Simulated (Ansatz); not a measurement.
System: H₂N, doublet: symmetric bend, bond length relaxed. Scanned: H-N-H angle. Other coordinates (N-H bond length) were minimised at PBE0/def2-TZVP.

The free coordinates were minimised at PBE0/def2-TZVP in PySCF; the energy column is CCSD(T) on UHF/aug-cc-pVQZ, frozen core (Ansatz, a quantum-chemistry and plane-wave program), in kJ/mol.

| a / ° | N-H bond length / Å | E |
|---|---|---|
| 180 | 0.991 | 139.8 |
| 169.60 | 0.992 | 133.3 |
| 161.60 | 0.995 | 120.3 |
| 153.60 | 0.998 | 101.9 |
| 145.60 | 1.002 | 80.3 |
| 137.60 | 1.007 | 57.9 |
| 129.60 | 1.011 | 36.7 |
| 121.60 | 1.015 | 18.9 |
| 113.60 | 1.020 | 6.2 |
| 105.60 | 1.025 | 0.0 |
| 97.60 | 1.031 | 1.4 |
| 89.60 | 1.037 | 11.5 |
| 81.60 | 1.045 | 30.9 |
| 73.60 | 1.054 | 60.3 |
| 65.60 | 1.067 | 100.1 |
| 60 | 1.079 | 134.4 |
